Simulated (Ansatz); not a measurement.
Results of PBEsol+SOC in Ansatz (PAW) for fcc Pt.

Output (set-up and result lines):

```
Crystal: 1 atoms, lattice volume = 14.763 Å³
Basis set: ecut = 520 eV, 411 PW (Γ), exchange–correlation on 48×48×48 points (8 copies of the dense FFT grid, shifted against one another)
Bands: 26, of which v1, the nominal top of the filled ones, is band 18 counted from 1 (17 counted from 0)
Symmetry: 48 space group operations + 48 with time reversal
k-points: 413 of 13824
Initial density: superposition of atomic densities (chi_scale 0.1, normalization cell)
Functional: x = pbesol(κ = 0.804, μ = 0.12345679012345678), c = pbesol(β = 0.046)
SCF 1 converged in 7 iterations: F = -12417.790318 eV  dr2 = 2.17e-11
SCF converged after 7 iterations
Free energy (F): -12417.790318 eV
Internal energy: -12417.776118 eV  (E = F + TS)
E sigma→0 (E₀):  -12417.783218 eV
Fermi energy:    23.997616 eV
--- Stress (GPa, compression-positive) ---
        6.033604       0.000000       0.000000
        0.000000       6.033604      -0.000000
       -0.000000      -0.000000       6.033604
  P = ⅓ Tr σ = 6.0336 GPa (60.336 kbar)
```

Task: Write an input file that produces this run.

Result: One answer among several that fit: 
Ansatz 0.2 input:
```yaml
crystal:
  lattice:
    - [0.0, 1.9470635311, 1.9470635311]
    - [1.9470635311, 0.0, 1.9470635311]
    - [1.9470635311, 1.9470635311, 0.0]
  atoms:
    - { symbol: Pt, position: [0.0, 0.0, 0.0] }
basis:
  ecutwfc: 520
  ecutrho_ratio: 4
  xc_grid: 2
kpoints:
  mp_grid: { grid: [24, 24, 24] }
hamiltonian:
  xc: pbesol
  dispersion: none
  pseudopotentials: { kind: paw }
scf:
  occupations: { method: fermi_dirac, width: 0.05 }
  convergence: { dr2_threshold: 0.0000000001 }
output:
  forces: false
  stress: true
  eigenvalues: true
magnetization:
  noncollinear: true
  spin_orbit: true
```

The cell is one volume of an energy–volume scan, off the minimum.

The PAW data were made under PBE.

Ansatz is an electronic-structure program.
